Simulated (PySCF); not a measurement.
Compound: C4H3FS.
Geometry (PBE0-D3(BJ)/def2-TZVP, Å), atoms numbered from 1 in this order:
```xyz
9
C4H3FS angstrom
F     -0.2799    0.9682   -2.0247
C     -0.2358    0.4082   -0.8165
C      0.9756   -0.0361   -0.2411
C      0.7590   -0.5703    0.9933
S     -0.8891   -0.5241    1.4280
C     -1.3373    0.2163   -0.0420
H      1.9386    0.0425   -0.7254
H      1.4857   -0.9900    1.6712
H     -2.3600    0.4704   -0.2678
```

Level: wB97X-D/pcSseg-2 in PySCF, non-relativistic, on one gas-phase PBE0-D3(BJ)/def2-TZVP geometry that isn't relaxed in the solvent. The solvent is an IEF-PCM continuum (van der Waals radii × 1.2). Specific hydrogen bonds and non-electrostatic terms are outside this model.

Gas phase at wB97X-D/pcSseg-2: HOMO -8.80 eV, LUMO 1.11 eV, dipole 1.22 D.

What does the continuum do to the energy, the frontier levels and the dipole at wB97X-D/pcSseg-2 in chloroform?

```csv
solvent,ε,E(solvent) − E(gas) (kcal/mol),polarisation term (kcal/mol),distortion of the solute (kcal/mol),HOMO (eV),LUMO (eV),dipole (D)
chloroform,4.711,-2.17,-2.35,0.18,-8.74,1.19,1.44
```

Polarisation term: ½ Σ q·V over the induced surface charges. Distortion: the rise of the solute's own energy as its density leaves the gas-phase optimum.

Which radius a makes the point-dipole formula ΔE = −[(ε − 1)/(2ε + 1)]·μ²/a³ give the value in chloroform, with the gas-phase dipole?

μ = 0.480 au and |ΔE| = 0.00346 Eh give a = 1.52 Å; the farthest nucleus lies 2.44 Å from the centroid of the nuclei, so such a sphere wouldn't even hold the nuclei. The formula assumes a rigid point dipole at the centre of a sphere.

Give the dipole vector in the frame of the coordinates (D, pointing from negative to positive charge), gas and chloroform.

Gas (0.44, -0.53, 1.00), solvent (0.54, -0.63, 1.18). Its length changes by +18 % and its direction by less than 1°.

The pairwise dispersion term of wB97X-D wasn't added to the energies; at a given geometry it leaves orbitals and properties as they are.
